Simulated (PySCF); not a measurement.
# Cost of excited-state runs on `O=S([C]=C)(=O)O`, C2H3O3S, doublet

Structure with atom numbers: `[CH2:1]=[C:2][S:3](=[O:4])(=[O:5])[OH:6]`; H(Xn) means a hydrogen on atom n. Ha(C1) is cis to O4; Hb(C1) is trans to O4.

PySCF with density fitting, on 1 thread of an AMD EPYC 9R45 96-Core, shared host. Command: `OMP_NUM_THREADS=1 python excited_run.py task.json out`

**Question.** How long does each of these runs take, and how much memory?
- open-shell absorption, HF/def2-SVPD; 15 states; Tamm-Dancoff; damping 0.2; SCF tolerance 1e-08 Eh
- open-shell absorption, PBE0/def2-SVPD; 2 states; Tamm-Dancoff; IEF-PCM dimethylsulfoxide; grid level 3; SCF tolerance 1e-08 Eh
- open-shell absorption, PBE0/def2-SVPD; 10 states; Tamm-Dancoff

**Answer.** 
```
                  run           level  basis functions  wall time  peak memory (GiB)
open-shell absorption    HF/def2-SVPD              160      4.8 s                0.5
open-shell absorption  PBE0/def2-SVPD              160       15 s               0.63
open-shell absorption  PBE0/def2-SVPD              160       13 s               0.57
```
Times from a shared host are rough.
